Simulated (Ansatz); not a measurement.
# H5NSi: the cost of one run

Computed with Ansatz 0.2.0, Gaussian basis. Level: PBE0-D4/def2-TZVP structures, single points in def2-TZVPP, no counterpoise correction.

Levels: SPW92, PBE-D4, BLYP-D4, r2SCAN-D4, B97M-V, PBE0-D4, B3LYP-D4, r2SCAN0-D4, BHLYP-D4, CAM-B3LYP-D4, wB97X-V, wB97M-V, B2PLYP, PBE-QIDH, RPA on PBE, Hartree-Fock, MP2, CCSD, CCSD(T).

Cores are frozen in the correlated methods. B3LYP uses VWN-RPA correlation. B2PLYP carries no dispersion term here.

94 further runs of the same task are left out: 94 set aside as unsound or not needed.

### Step 1. The starting structure

The complex: 11 atoms, charge 0, spin multiplicity 1.

Atoms are counted from 1 here; the program's logs count them from 0.

Bond lengths: Si1–H2 1.483 Å, Si1–H3 1.483 Å, Si1–H4 1.492 Å, Si1–N5 1.735 Å, N5–H8 1.008 Å, N5–H9 1.008 Å, H6–N7 1.013 Å, N7–H10 1.013 Å, N7–H11 1.013 Å. Angles: H2–Si1–H3 113.8°, H2–Si1–H4 109.7°, H2–Si1–N5 105.1°, H3–Si1–H4 109.7°, H3–Si1–N5 105.1°, H4–Si1–N5 113.4°, Si1–N5–H8 119.1°, Si1–N5–H9 119.1°, H8–N5–H9 110.0°, H6–N7–H10 107.5°, H6–N7–H11 107.5°, H10–N7–H11 107.5°.

Coordinates:

```xyz
11
H8N2Si
Si    0.06042   -0.26919    0.66068
H     0.84149    0.99128    0.62699
H     0.55150   -1.30406   -0.28159
H    -1.37625    0.02294    0.38176
N     0.33485   -0.92992    2.24169
H    -0.53421    1.74985   -2.01026
N    -0.13564    0.81915   -2.02517
H     0.01590   -1.86443    2.44452
H     0.20715   -0.33925    3.04853
H    -0.73157    0.24236   -2.60611
H     0.76647    0.88118   -2.48093
```

Its parts: SiNH₅ holds atoms 1, 2, 3, 4, 5, 8, 9; NH₃ holds atoms 6, 7, 10, 11. Each part counts its atoms afresh in its own runs.

### Step 2. Relaxing SiNH₅ alone

File relax-a/in.yaml:

```yaml
crystal:
  periodic: [false, false, false]
  atoms:
    - {symbol: Si, position_ang: [0.060417, -0.269194, 0.660679]}
    - {symbol: H, position_ang: [0.841487, 0.991281, 0.626990]}
    - {symbol: H, position_ang: [0.551497, -1.304059, -0.281594]}
    - {symbol: H, position_ang: [-1.376253, 0.022935, 0.381758]}
    - {symbol: N, position_ang: [0.334847, -0.929915, 2.241694]}
    - {symbol: H, position_ang: [0.015905, -1.864429, 2.444519]}
    - {symbol: H, position_ang: [0.207150, -0.339252, 3.048534]}
basis:
  gaussian: {orbitals: def2-TZVP}
hamiltonian: {xc: pbe0, dispersion: d4}
relax: {f_tol: 0.005, max_steps: 200}
```

On the command line:

```console
$ ansatz run in.yaml --threads 4 --pin off --events-out ev --progress --plain --max-ram 9574MiB
```

**Question.** How long does this run take on 4 threads of Arm Neoverse V1, shared host?

About 4.4 s.
